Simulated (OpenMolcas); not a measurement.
# BH (SMILES [BH]) at 6 levels

Wanted: a comparison of 6 runs (UHF/6-31G, B2PLYP/6-31G, UB3LYP/6-31G, MP2/6-31G, ACPF/6-31G, CISD/6-31G) of BH. 

The results are computed with OpenMolcas 26.06.

## (1) Starting point

BH has 2 atoms, charge 0, and is taken as a singlet. SMILES: `[BH]`. The B1–H2 distance was set to 2.465 Å, away from the relaxed value.

## (2) A single-point energy at UHF/6-31G (run 1)

mol.input reads:

```
&gateway
baslib=$CurrDir
basisset
B.6-31G....
B1 0.000000 0.000000 -1.232400 angstrom
End of Basis
basisset
H.6-31G....
H2 0.000000 0.000000 1.232400 angstrom
End of Basis
&seward
&scf
uhf
thresholds=1e-10 1e-07 1e-07 1e-05
scramble=0.25
prorbitals=1 1
```

The basis set 6-31G is read from a file made from the Basis Set Exchange's data (not shown).

Command:

```
$ export MOLCAS_MEM=1860
$ pymolcas mol.input > mol.log
```

The program printed:

```text
--- Start Module: gateway ---
[...]
--- Stop Module: gateway /rc=_RC_ALL_IS_WELL_ ---
--- Start Module: seward ---
[...]
      Basis functions           11
--- Stop Module: seward /rc=_RC_ALL_IS_WELL_ ---
--- Start Module: scf ---
[...]
       Convergence after  34 Iterations
[...]
::    Total SCF energy                                -25.0244409502
[...]
      Total spin, S                                     0.5349073983
[...]
      Total electronic charge=    6.000000
      Total            charge=   -0.000000
[...]
      Dipole Moment (debye):
      Origin of the operator (angstrom)=    0.0000    0.0000   -1.0257
                   X=  4.0009E-08               Y=  1.9461E-09               Z= -5.4356E-01           Total=  5.4356E-01
      Quadrupole Moment (debye*angstrom):
[...]
--- Stop Module: scf /rc=_RC_ALL_IS_WELL_ ---
[...]
```

It took 2.7 s on 1 thread of Arm Neoverse V2, shared host; peak memory 0.37 GiB.

## (3) A single-point energy at B2PLYP/6-31G (run 2)

mol.input reads:

```
&GATEWAY
  BASLIB = $CurrDir
  BASISSET
  B.6-31G....
  B1 0.000000 0.000000 -1.232400 angstrom
  End of Basis
  BASISSET
  H.6-31G....
  H2 0.000000 0.000000 1.232400 angstrom
  End of Basis

&SEWARD
  GRIDINPUT
  Grid=UltraFine
  End of Grid

&SCF
  KSDFT = B2PLYP_SCF
  THRESHOLDS = 1e-10 1e-07 1e-07 1e-05
  PRORBITALS = 1 1

&MBPT2
  FROZEN = 1
```

The basis set 6-31G is read from a file made from the Basis Set Exchange's data (not shown).

Command:

```
$ export MOLCAS_MEM=1860
$ pymolcas mol.input > mol.log
```

The program printed:

```text
--- Start Module: gateway ---
[...]
--- Stop Module: gateway /rc=_RC_ALL_IS_WELL_ ---
[...]
      Basis functions           11
[...]
--- Start Module: scf ---
[...]
       Convergence after   9 Iterations
[...]
::    Total KS-DFT energy                             -25.1050623311
[...]
      Total spin, S                                     0.0000000000
[...]
      Total electronic charge=    6.000000
      Total            charge=   -0.000000
[...]
      Dipole Moment (debye):
      Origin of the operator (angstrom)=    0.0000    0.0000   -1.0257
                   X=  1.0935E-16               Y=  1.4206E-16               Z= -2.3499E+00           Total=  2.3499E+00
      Quadrupole Moment (debye*angstrom):
[...]
--- Stop Module: scf /rc=_RC_ALL_IS_WELL_ ---
[...]
--- Start Module: mbpt2 ---
[...]
 ###    WARNING: MP2 implementation intended for RHF references only         ###
 ###############################################################################
MBPT2 WARNING: Reference function according to RunFile:KS-DFT
I'll assume you know what you're doing and continue
WARNING!
Default frozen orbitals as non valence orbitals is overwritten by user input.
Default values:   1
[...]
       Reference weight ( Cref**2 )         =        0.87914
::    Total MBPT2 energy                              -25.1943668450
[...]
      Total MBPT2 calculations                           0.03      0.03
--- Stop Module: mbpt2 /rc=_RC_ALL_IS_WELL_ ---
[...]
```

Wall time 2.8 s (1 thread of Arm Neoverse V2, shared host); peak memory 0.37 GiB.

Runs 3 to 5 aren't shown in full; the table further down has their settings and results.

## (4) A single-point energy at CISD/6-31G (run 6)

mol.inp reads:

```
&GATEWAY
 BasLib = $CurrDir
 BasisSet
 B.6-31G....
 B1 0.000000 0.000000 -1.232400 angstrom
 End of Basis
 BasisSet
 H.6-31G....
 H2 0.000000 0.000000 1.232400 angstrom
 End of Basis

&SEWARD

&SCF
 Thresholds = 1e-10 1e-07 1e-07 1e-05
 PrOrbitals = 1 1

&MOTRA
 Frozen = 1

&GUGA
 Electrons = 4
 Spin = 1
 Inactive = 2
 Active = 0
 CIAll = 1

&CPF
 SDCI
```

The basis set 6-31G is read from a file made from the Basis Set Exchange's data (not shown).

Command:

```
$ export MOLCAS_MEM=1860
$ pymolcas mol.inp > mol.log
```

The program printed:

```text
--- Start Module: gateway ---
[...]
--- Stop Module: gateway /rc=_RC_ALL_IS_WELL_ ---
[...]
      Basis functions           11
[...]
       Convergence after  10 Iterations
[...]
::    Total SCF energy                                -24.9819988407
[...]
      Total spin, S                                     0.0000000000
[...]
      *** WARNING: Default frozen orbitals is overwritten by user input.
      *** Default values:   1
[...]
--- Start Module: guga ---
[...]
--- Stop Module: guga /rc=_RC_ALL_IS_WELL_ ---
--- Start Module: cpf ---
[...]
      Active orbitals                            0       0
[...]
      Spin quantum number                      0.0
[...]
     FINAL CI ENERGY           -25.07922589
     FINAL CORRELATION ENERGY   -0.09722705  REFERENCE ENERGY     -24.98199884
[...]
     REL. CI ENERGY            -25.07922589
[...]
      Total electronic charge=    6.000000
      Total            charge=    0.000000
[...]
      Dipole Moment (debye):
      Origin of the operator (angstrom)=    0.0000    0.0000   -1.0257
                   X=  1.6098E-15               Y=  4.1469E-16               Z= -1.5538E+00           Total=  1.5538E+00
      Quadrupole Moment (debye*angstrom):
[...]
--- Stop Module: cpf /rc=_RC_ALL_IS_WELL_ ---
[...]
```

Run time: 2 s. Hardware: 1 thread of Arm Neoverse V2, shared host; peak memory 0.37 GiB.

## (5) Overview of the runs

```tsv
run	level	scramble	frozen core orbitals	energy (Eh)	dipole moment (D) of the reference	HOMO energy (eV)	LUMO energy (eV)	wall time
1	UHF/6-31G	0.25	–	-25.024441	0.54	-8.39	1.81	2.7 s
2	B2PLYP/6-31G	–	1	-25.129175	2.35	-6.69	-1.43	2.8 s
3	UB3LYP/6-31G	0.25	–	-25.176127	2.09	-5.87	-3.12	5.4 s
4	MP2/6-31G	–	1	-25.038955	2.83	-7.90	0.86	2.2 s
5	ACPF/6-31G	–	1	-25.089826	2.83	-7.90	0.86	2.4 s
6	CISD/6-31G	–	1	-25.079226	2.83	-7.90	0.86	2 s
```

## (6) Summary of results

```
                                         quantity         value
                              run 6: total energy  -25.07923 Eh
        run 6: dipole moment (mean-field density)        2.83 D
       run 6: HOMO energy (Hartree–Fock orbitals)      -7.90 eV
       run 6: LUMO energy (Hartree–Fock orbitals)       0.86 eV
     run 6: HOMO–LUMO gap (Hartree–Fock orbitals)       8.75 eV
run 6: correlation energy (1 core orbital frozen)     -97.2 mEh
```

**Reading.** Below the UHF energy at the same shape and in the same basis (6-31G): MP2 -14.5 mEh; ACPF -65.4 mEh; CISD -54.8 mEh. Some of these start from another determinant than that one, so these aren't their correlation energies. Over runs 1, 2, 3 the dipole moment (its size) runs from 0.54 D (UHF/6-31G) to 2.35 D (B2PLYP/6-31G). A double hybrid's value is that of its SCF part. Over runs 1, 2, 3 the HOMO–LUMO gap runs from 2.74 eV (UB3LYP/6-31G) to 10.20 eV (UHF/6-31G). For B2PLYP the log adds the whole second-order term; the table takes 0.27 of it, as the functional is defined. Totals of different functionals can't be ranked against each other. Spin contamination of the reference: run 1 ⟨S²⟩ = 0.82. Where it is this large, the reference is a mixture of spin states, and values that rest on it are in doubt. All runs together took 18 s, the longest 5.4 s.
